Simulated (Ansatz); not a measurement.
Input file:

```yaml
crystal:
  periodic: [false, false, false]
  atoms:
    - {symbol: B, position_ang: [0.000000, 0.000000, 0.591174]}
    - {symbol: B, position_ang: [0.000000, 0.000000, -0.795772]}
    - {symbol: H, position_ang: [0.000000, 0.916884, 1.097241]}
    - {symbol: H, position_ang: [0.000000, -0.916884, 1.097241]}
basis:
  gaussian: {orbitals: cc-pVDZ}
magnetization: {spin_polarized: true, initial_magnetization: 2}
hamiltonian: {xc: {name: PBE}}
correlation: {method: ccsd_t, electrons: valence}
scf: {lower_state_search: light}
```

```sh
$ ansatz run in.yaml --threads 1 --pin off --events-out ev --progress --plain --max-ram 2393MiB
```

The program prints:

```
350 factors; integrals over basis functions are off by at most 5.4e-4 eV
mean field evaluation 1: about -1371.3635 eV, gradient 2.4e1 eV
mean field evaluation 2: about -1371.3615 eV, gradient 2.4e1 eV
mean field evaluation 4: about -1375.6654 eV, gradient 6.6e0 eV
mean field evaluation 8: about -1376.0582 eV, gradient 3.1e-2 eV
mean field evaluation 16: about -1362.3231 eV, gradient 1.7e1 eV
mean field evaluation 32: about -1373.0886 eV, gradient 1.7e-2 eV
mean field -1376.05823886 eV, -50.5692075525 hartree, gradient 4.0e-6 eV, S^2 2.003442; 1 other end points of the search recorded, 0 dependent functions left out
2 core orbitals not correlated: weight in the atoms' cores, before any rotation towards them, 1.000 or more for the frozen orbitals, at most 0.000 for the correlated occupied ones
reference -1369.16034840 eV, -50.3157147534 hartree; 5, 3 occupied and 31, 33 virtual orbitals, 350 factors
second order -3.53932368 eV of doubles, -0.19985234 eV of singles
cycle   1  -4.19274972 eV  change   -4.5e-1 eV  update   5.3e-2
cycle   2  -4.34105401 eV  change   -1.5e-1 eV  update   1.9e-2
cycle   3  -4.37837471 eV  change   -3.7e-2 eV  update   8.8e-3
cycle   4  -4.38098391 eV  change   -2.6e-3 eV  update   4.1e-3
cycle   5  -4.38176439 eV  change   -7.8e-4 eV  update   1.4e-3
cycle   6  -4.38182464 eV  change   -6.0e-5 eV  update   4.7e-4
cycle   7  -4.38189539 eV  change   -7.1e-5 eV  update   2.0e-4
cycle   8  -4.38189326 eV  change    2.1e-6 eV  update   6.4e-5
cycle   9  -4.38187786 eV  change    1.5e-5 eV  update   2.1e-5
cycle  10  -4.38188057 eV  change   -2.7e-6 eV  update   6.7e-6
perturbative correction -0.12415050 eV, -0.0045624467 hartree
Total energy: -1373.66637946 eV, -50.4813083408 hartree
```

Ran on 1 thread of Arm Neoverse V1, shared host: 1.3 s wall, 0.09 GiB peak host memory.
